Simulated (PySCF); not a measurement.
**A thermochemical cycle for HCl**

MP2 in PySCF with def2-TZVPPD on every atom, for the lowest determinant that a PBE0 search found; no spin–orbit coupling. HCl, a singlet (closed shell), has De = 4.59 eV to neutral atoms, and HCl⁺, a doublet (π ↑), has De = 4.62 eV to H + Cl⁺.

The adiabatic ionisation energy of HCl, between the minima, is 12.70 eV.

Which ionisation energy of the Cl atom does this level give?

IE(Cl) = IE(molecule) + De(ion) − De(neutral) = 12.70 + 4.62 − 4.59 = 12.73 eV; the measured value is 12.968 eV (NIST ASD).

Correlated steps freeze 5 core orbitals. For an ion De counts to the pair picked by the measured ionisation energies or electron affinities, which need not be the lowest pair at this level. Where the molecule has an RHF reference, its open-shell atoms are computed with UHF. States were picked by a PBE0 search and need not be the measured ground states.
